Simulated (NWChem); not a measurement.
Species: CH cation, singlet

Computed with NWChem. Pople sets run with spherical d functions. Low-valent species are run as closed-shell singlets; no triplet was tried in these runs. Geometry: optimised at PBE0/def2-SVP. Level: PBE0/6-31G* with COSMO at NWChem's default radii, gas-phase geometry; the question gives the dielectric constant. Reactions with the solvent are ignored.

Problem. What does the run give for dielectric constant 4.8? Quantities: electrostatic solvation energy (kcal/mol).

Solution. 
```json
{
 "electrostatic solvation energy (kcal/mol)": "-68.3"
}
```
